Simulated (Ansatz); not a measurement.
A made-up structure of Al2H2F, doublet:

```xyz
5
angstrom
F -2.3962 -0.1603 0.4578
Al -0.6741 -0.7643 0.1070
Al 1.2590 1.2248 -0.2642
H -0.4676 -2.5284 0.0145
H 2.2789 2.2282 -0.3151
```

It is relaxed with PBE-D4/def2-SVP and then PBE0-D4/def2-TZVP (Ansatz 0.2.0). Atoms count as bonded within 1.22 times the sum of their covalent radii (H–H: 0.88 Å). The end point is not checked to be a true minimum.

Does its bonding change? (A judgement: the text doesn't fix the answer.)

The calculation gives: No: no bond forms or breaks.

Where it ends: The first stage lowers the energy by 1.15 eV in 11 steps. It ends as Al₂H₂F ([F][AlH][AlH]):
```xyz
5
angstrom
F -2.1257 -0.1440 0.4707
Al -0.5938 -0.6839 0.1306
Al 1.0241 1.1064 -0.7485
H -0.4029 -2.2604 0.0936
H 2.0983 1.9818 0.0536
```

Labels in which every atom is bracketed show which atoms are joined, not bond orders.

For scale, one of the runs: PBE0-D4/def2-TZVP relaxation, 117 basis functions, launched by `ansatz run in.yaml --threads 2 --pin off --events-out ev --progress --plain --max-ram 4352MiB`. The run took about 17 s on 2 CPU threads of an Arm Neoverse V2 (shared host).
